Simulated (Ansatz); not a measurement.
Relaxation of FH3Si (5 atoms, charge 0, multiplicity 1), to a largest force component of 0.03 eV/Å in at most 50 steps.

These are results of RKS B3LYP-D4/def2-SVP (Ansatz 0.2.0), not measurements.

```xyz
5
Properties=species:S:1:pos:R:3:forces:R:3
Si 0.154 0.000 0.160 -0.29 0.00 0.33
H 0.363 0.000 1.597 -1.08 0.00 0.98
F 1.732 0.000 -0.091 1.34 0.00 -1.33
H -0.503 1.215 -0.393 0.01 0.00 0.01
H -0.503 -1.215 -0.393 0.01 0.00 0.01
```

Task: Where does it end, and by what steps?

Result: It converged. After 4 steps the energy has fallen by 0.293 eV; H2 moved furthest, 0.21 Å.

```json
{"step": "0", "energy less start (eV)": "0.0000", "largest force component (eV/Å)": "1.344", "accepted": "yes"}
{"step": "1", "energy less start (eV)": "-0.2776", "largest force component (eV/Å)": "0.174", "accepted": "yes"}
{"step": "2", "energy less start (eV)": "-0.2866", "largest force component (eV/Å)": "0.593", "accepted": "yes"}
{"step": "3", "energy less start (eV)": "-0.2923", "largest force component (eV/Å)": "0.064", "accepted": "yes"}
{"step": "4", "energy less start (eV)": "-0.2925", "largest force component (eV/Å)": "0.017", "accepted": "yes"}
```

```xyz
5
Properties=species:S:1:pos:R:3
Si 0.210 0.000 0.188
H 0.168 0.000 1.674
F 1.766 0.000 -0.288
H -0.450 1.221 -0.347
H -0.450 -1.221 -0.347
```

Time of the run: 5.3 s on 1 thread of Arm Neoverse V1, on a shared host, peak memory 0.099 GiB.
